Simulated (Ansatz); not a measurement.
One geometry of B3⁺, several levels of theory.

```yaml
crystal:
  periodic: [false, false, false]
  atoms:
    - {symbol: B, position_ang: [0.786756, 0.454937, -0.014501]}
    - {symbol: B, position_ang: [-0.786643, 0.450212, -0.068311]}
    - {symbol: B, position_ang: [-0.000113, -0.905159, 0.082812]}
basis:
  gaussian: {orbitals: def2-TZVP, initial_orbitals: start.molden}
total_charge: 1
hamiltonian: {xc: pbe}
correlation: {method: rpa}
scf: {omitted_lower_state_checks: [starts]}
```

The file start.molden holds the orbitals of an earlier run on this structure, at another level or in another basis.

```sh
$ ansatz run in.yaml --threads 4 --pin off --events-out ev --progress --plain --max-ram 3916MiB
```

Output, abridged:

```
Functional definition: PBE
588 factors; integrals over basis functions are off by at most 8.8e-4 eV
mean field evaluation 1: about -2008.8575 eV, gradient 5.0e0 eV
mean field evaluation 2: about -2008.9171 eV, gradient 6.3e-2 eV
mean field evaluation 4: about -2008.9163 eV, gradient 6.5e-5 eV
mean field evaluation 8: about -2008.9163 eV, gradient 2.1e-6 eV
mean field -2008.91632280 eV, -73.8263131704 hartree, gradient 2.1e-6 eV, S^2 0.000000; 0 other end points of the search recorded, 0 dependent functions left out; unrestricted orbitals would lower it
mean field evaluation 16: about -1998.8007 eV, gradient 1.6e0 eV
3 core orbitals not correlated: weight in the atoms' cores, before any rotation towards them, 1.000 or more for the frozen orbitals, at most 0.000 for the correlated occupied ones
reference -1997.74640701 eV, -73.4158263365 hartree; 4, 4 occupied and 86, 86 virtual orbitals, 588 factors
Total energy: -2010.24926489 eV, -73.8752978890 hartree
Checks for a lower state left out: starts
```

Run time 0.55 s (4 threads of AMD EPYC 9B14 on a shared host).

First input, but with `hamiltonian: {xc: {name: r2SCANh}, dispersion: d4}`, `output: {orbitals: {seedname: orbitals}}` and without the key `correlation` (abridged; 0.5 s):

```
Functional definition: r2SCANh
mean field -2010.41415056 eV, -73.8813573254 hartree, gradient 8.4e-6 eV, S^2 0.000000
Total energy: -2010.42335317 eV, -73.8816955152 hartree
Checks for a lower state left out: starts
```

As the first input, with `gaussian: {orbitals: def2-SVP, initial_orbitals: start.molden}`, `hamiltonian: {xc: pbe, dispersion: d4}`, `output: {orbitals: {seedname: orbitals}}` and without the key `correlation` (abridged; 0.15 s):

```
Functional definition: PBE
mean field -2006.70530594 eV, -73.7450597995 hartree, gradient 3.1e-5 eV, S^2 0.000000
Total energy: -2006.74747478 eV, -73.7466094758 hartree
Checks for a lower state left out: starts
```

Geometry: PBE-D4/def2-TZVP.

Correlated methods freeze 3 core orbitals. At RPA@PBE/def2-TZVP the restricted singlet (for correlated methods, its reference) is unstable: a solution with broken spin symmetry lies lower. The restricted singlet is unstable towards broken spin symmetry at other levels; at r2SCANh-D4/def2-TZVP, PBE-D4/def2-SVP this wasn't settled. The order of the spin states hangs on the level: the quintet lies 0.16 eV below the singlet at r2SCANh-D4/def2-TZVP, but 0.65 eV above it at RPA@PBE/def2-TZVP. The structure comes from a short search, and lower isomers may exist.
